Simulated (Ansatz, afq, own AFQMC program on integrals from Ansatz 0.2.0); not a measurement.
## Where AFQMC and coupled cluster stand for Si$_{3}$GeNH$_{9}$O, singlet

| atom | x (Å) | y (Å) | z (Å) |
| --- | --- | --- | --- |
| Si | -0.9416 | -3.0768 | -0.3010 |
| O | -0.6574 | -1.4581 | -0.0346 |
| Ge | -1.4509 | -0.0265 | 0.7358 |
| N | -0.0489 | 1.1015 | 0.3080 |
| Si | 1.3539 | 0.4608 | -0.5675 |
| Si | -0.1092 | 2.7972 | 0.7664 |
| H | -0.9761 | -3.3462 | -1.7690 |
| H | 0.1469 | -3.8862 | 0.3224 |
| H | -2.2526 | -3.4861 | 0.2965 |
| H | 2.0789 | -0.5891 | 0.2033 |
| H | 2.2808 | 1.6273 | -0.7377 |
| H | 1.0004 | -0.0430 | -1.9251 |
| H | -0.0521 | 3.6942 | -0.4275 |
| H | -1.4078 | 3.0171 | 1.4773 |
| H | 1.0138 | 3.1630 | 1.6821 |

Basis def2-SVP. Noble-gas cores (and the filled d shells of Ga–Kr and In–Xe) are frozen. Ansatz 0.2.0 and our own AFQMC program on the same integrals; the CISD trial comes from CCSD amplitudes, and released means the phaseless constraint is let go. Error bars are statistical, one sigma. No spin–orbit coupling.

Determinant: RHF, the one that the program's search chose, which needn't be the lowest solution. The geometry is a PBE0/def2-SVP stationary point of this or a neighbouring charge and spin state.

No full CI on the walks' own integrals is used here. The released AFQMC energy serves as the reference, which it does only where one determinant dominates, the energy is flat over the last release times and near the phaseless one (40 meV or 2 meV an electron, half that with transition metals). On small molecules, where full CI could be run and the noise was under 10 meV, such values lay within 10 meV of it in 19 cases of 20, a flattering rate, since the rule was set on those same cases; what remains of the bias isn't in the error bar.

Cautions: no relativity below Rb; no spin-orbit coupling; inner d shell frozen; the released value is read at 0.90 1/Eh with a noise of 20 meV, more than in the cases checked (meV from the phaseless value at times in 1/Eh: 7 ± 15 at 0.21, -12 ± 15 at 0.42, 21 ± 15 at 0.63, 13 ± 20 at 0.90).

- T1 diagnostic: 0.0156
- weight of the determinant in the CISD state: 0.724
- size of the correlated space: 36 electrons in 128 orbitals

Reference: AFQMC with the constraint released, correlation energy -22.788 ± 0.020 eV.

| level | E − E(reference) (mEh) | share of correlation (%) |
| --- | --- | --- |
| HF | 837.44 ± 0.73 | 0.00 |
| MP2 | 102.70 ± 0.73 | 87.74 |
| CCSD | 26.47 ± 0.73 | 96.84 |
| CCSD(T) | 2.87 ± 0.73 | 99.66 |
| ph-AFQMC/HF | -7.24 ± 1.93 | 100.86 |
| ph-AFQMC/CISD | -0.47 ± 0.88 | 100.06 |

Released energies are given only where the last usable release times agree within the noise; a slower fall can still hide under it.
